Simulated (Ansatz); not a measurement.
Geometry optimisation, UHF/def2-SVP (Ansatz 0.2.0).

Input:

```yaml
crystal:
  periodic: [false, false, false]
  atoms:
    - { symbol: B, position_ang: [0.67962, -0.11946, 0.20653] }
    - { symbol: C, position_ang: [-0.61058, 0.20617, -0.29482] }
    - { symbol: "N", position_ang: [-1.74594, 0.41641, -0.51836] }
    - { symbol: H, position_ang: [1.6769, -0.50312, 0.60665] }
magnetization:
  spin_polarized: true
  initial_magnetization: 1
basis:
  gaussian: { orbitals: def2-SVP }
hamiltonian:
  xc: hf
relax:
  f_tol: 0.02
  max_steps: 50
```

Launched with:

```bash
$ ansatz run input.yaml --threads 1 --pin off --max-ram 2048MiB --backend cpu --events-out ev --progress --plain --runs-dir out
```

**Question.** Where does it end, and by what steps?

**Answer.** It converged. After 9 steps the energy has fallen by 0.337 eV; B1 moved furthest, 0.36 Å.

```csv
step,energy less start (eV),largest force component (eV/Å),accepted
0,0.0000,1.713,yes
1,-0.0465,0.987,yes
2,-0.0730,0.331,yes
3,-0.1835,0.843,yes
4,-0.2797,0.834,yes
5,-0.3254,0.682,yes
6,-0.3306,1.073,yes
7,-0.3364,0.154,yes
8,-0.3371,0.024,yes
9,-0.3371,0.005,yes
```

```xyz
4
Properties=species:S:1:pos:R:3
B 0.816 0.207 0.261
C -0.629 0.210 -0.213
N -1.714 0.289 -0.571
H 1.526 -0.705 0.523
```

Whether the end is a true minimum wasn't checked by a vibrational analysis.

Time of the run: 4.8 s on 1 thread of Intel(R) Xeon(R) 6975P-C (Granite Rapids), with other jobs on the host, peak memory 0.12 GiB.
